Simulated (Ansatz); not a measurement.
# Energy profile

The step: CH₄S ([CH3][SH]) + HS → CH₃S ([CH3][S]) + H₂S; bonds formed: H1–S4; bonds broken: H1–S2 (atoms numbered as in the saddle structure below).

H1  (-1.181, -0.470, -0.182)
S2  (-0.785, 0.928, 0.290)
C3  (0.915, 0.871, -0.288)
S4  (-0.977, -2.051, 0.146)
H5  (1.290, 1.895, -0.247)
H6  (1.525, 0.250, 0.366)
H7  (0.974, 0.513, -1.315)
H8  (-1.761, -1.936, 1.230)
(Å)

Electronic energies by CCSD(T) at an estimated basis limit (MP2 extrapolated from triple and quadruple zeta, plus CCSD(T) − MP2 in triple zeta), on PBE0-D4/def2-TZVP structures; CH₅S₂, doublet; no counterpoise correction; spin–orbit coupling, which lowers free halogen atoms and radicals such as OH and SH, is left out. Program: Ansatz 0.2.0. Basis: def2-TZVPP and def2-QZVPP. Cores are frozen in the correlated methods; orbitals are unrestricted. Extrapolation: Hartree–Fock as exp(−7.88 √X), correlation as X^−2.97.

Task: Give the profile in kcal/mol, counted from the separated reactants. (To be estimated.)

Result: The calculation gives:
```json
{"point": "separated: CH₄S (linked as [CH3][SH]; H1, S2, C3, H5, H6, H7; singlet) + HS (S4, H8; doublet)", "kcal/mol": "0.00"}
{"point": "start structure", "kcal/mol": "-4.85"}
{"point": "saddle", "kcal/mol": "4.14"}
{"point": "end structure", "kcal/mol": "-6.14"}
{"point": "separated: H₂S (H1, S4, H8; singlet) + CH₃S (linked as [CH3][S]; S2, C3, H5, H6, H7; doublet)", "kcal/mol": "-3.48"}
```

The T1 diagnostic stays at or below 0.022. ⟨S²⟩ of the unrestricted Hartree–Fock references: 0.76 to 0.81 (a pure state has 0.75). The unrestricted reference is spin-contaminated, which hurts MP2 most.

For scale, one of the runs: CCSD(T)/def2-TZVPP, 185 basis functions, launched by `ansatz run in.yaml --threads 4 --pin off --events-out ev --progress --plain --max-ram 9574MiB`. Hardware: 4 CPU threads of an Arm Neoverse V1, shared host. Wall time 100 s; peak host memory 4.5 GiB.
